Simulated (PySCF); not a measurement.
Isomers of C5H6 and their computed core-level spectra.

Theory: delta-SCF UKS SCAN, pcX-2 on the ionised atom, pcseg-1 elsewhere, spin-free X2C (PySCF 2.14.0). Geometries: GFN2-xTB; isolated species, one conformer each.

Line lists (1s up to Mg, 2p3/2 beyond; areas count atoms within a level, one atom standing for each set equivalent by bonding):
1. C 1s: 289.91 (area 1), 289.96 (area 1), 289.97 (area 1), 291.01 (area 1), 291.47 (area 1) eV
2. C 1s: 289.99 (area 1), 290.13 (area 1), 290.64 (area 1), 290.72 (area 1), 290.82 (area 1) eV
3. C 1s: 289.85 (area 1), 290.53 (area 1), 290.81 (area 2), 291.48 (area 1) eV

Structures:
A. `C=CC1=CC1`
B. `C#CC1CC1`
C. `C=CC#CC`

Task: Match each list to its structure.

Result: 
- 1 = C: another candidate has the same counts of sites, so positions decide. C 1s: 289.91 terminal =CH2 carbon, 289.96 alkyne carbon, 289.97 alkyne carbon, 291.01 alkene CH carbon, 291.47 propargylic carbon.
- 2 = A: another candidate has the same counts of sites, so positions decide. C 1s: 289.99 terminal =CH2 carbon, 290.13 alkene CH carbon, 290.64 allylic carbon, 290.72 fully substituted alkene carbon, 290.82 alkene CH carbon.
- 3 = B: no other candidate has these counts of sites. C 1s: 289.85 terminal alkyne carbon, 290.53 alkyne carbon, 290.81 three-membered-ring carbon (×2), 291.48 propargylic carbon.

5 of these hole states are spin-contaminated (⟨S²⟩ up to 0.97, against 0.75; counted from 0.85) and less certain.
